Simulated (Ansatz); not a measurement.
# FSi (charge +1): a geometry optimisation

Run with the Python package of Ansatz (0.2.0).

`opt_fsi.py`:
```python
'''Relax the FSi(+) molecule.'''

import ansatz as az
import numpy as np

GEOMETRY = '''
Si    0.00000    0.00000    0.00000
F     0.00000    0.00000    1.83000
'''

mol = az.Crystal.molecule()
for line in GEOMETRY.strip().splitlines():
    symbol, *xyz = line.split()
    mol = mol.atom(symbol, [float(v) for v in xyz])

model = (
    mol.calculation()
    .basis(gaussian='def2-TZVP')
    .functional('B3LYP')
    .charge(1)
)
symbols = [site.symbol for site in mol.cartesian_sites]
start = np.array([site.position_ang for site in mol.cartesian_sites], dtype=float)
def progress(event):
    if event['event'] == 'relax_step':
        row = event['data']
        print(f'step {row["step"]:3d}  E = {row["lagrangian_ev"]:.6f} eV  largest force component {row["allowed_force_max_ev_ang"]:.4f} eV/A')


rep = model.relax(force_tolerance=0.01).session().plan().execute(on_event=progress).report
end = np.array(rep['positions_ang'])

for key in ('converged', 'free_energy_ev', 'reference_energy_ev', 'n_frozen', 'n_occupied', 'n_virtual'):
    print(f'{key:22s} {rep[key]}')

print('final positions (A) and the move of each atom')
for symbol, xyz, old in zip(symbols, end, start):
    print(f'{symbol:2s} {xyz[0]:10.5f} {xyz[1]:10.5f} {xyz[2]:10.5f}   {np.linalg.norm(xyz - old):7.4f}')

charges = rep['charge_distribution']
print('dipole moment', round(4.803205 * float(np.linalg.norm(charges['dipole_moment_e_ang'])), 3), 'D')
print('Mulliken:', [(s, round(q, 3)) for s, q in zip(symbols, charges['mulliken_charges_e'])])
```

```console
$ python opt_fsi.py
step   1  E = -10587.205809 eV  largest force component 5.7667 eV/A
step   2  E = -10587.955486 eV  largest force component 4.1098 eV/A
step   3  E = -10587.724729 eV  largest force component 9.2507 eV/A
step   4  E = -10588.283684 eV  largest force component 0.3223 eV/A
step   5  E = -10588.284859 eV  largest force component 0.0704 eV/A
step   6  E = -10588.284916 eV  largest force component 0.0006 eV/A
converged              True
free_energy_ev         -10588.285070492188
reference_energy_ev    -10588.285070492188
n_frozen               0
n_occupied             [11, 11]
n_virtual              [57, 57]
final positions (A) and the move of each atom
Si   -0.00000   -0.00000    0.14384    0.1438
F     0.00000    0.00000    1.68616    0.1438
dipole moment 3.418 D
Mulliken: [('Si', 1.09), ('F', -0.09)]
```

Total energies depend on the basis set; only differences at equal settings carry meaning. The end point is the stationary point reached from this start; no frequency run checks that it is a minimum, and the basis set is modest. An ion's dipole depends on the origin; the program takes it about the centre of nuclear charge. b3lyp holds the VWN-RPA fit, as in Gaussian; the form of ORCA and Turbomole is b3lyp5. The spin state was assumed, and another may lie lower. Run time: 4.3 s on 1 thread of Intel(R) Xeon(R) Platinum 8488C (Sapphire Rapids) (shared host), peak memory 0.18 GiB.

(Lines on the test bed's own set-up are left out of the output.)
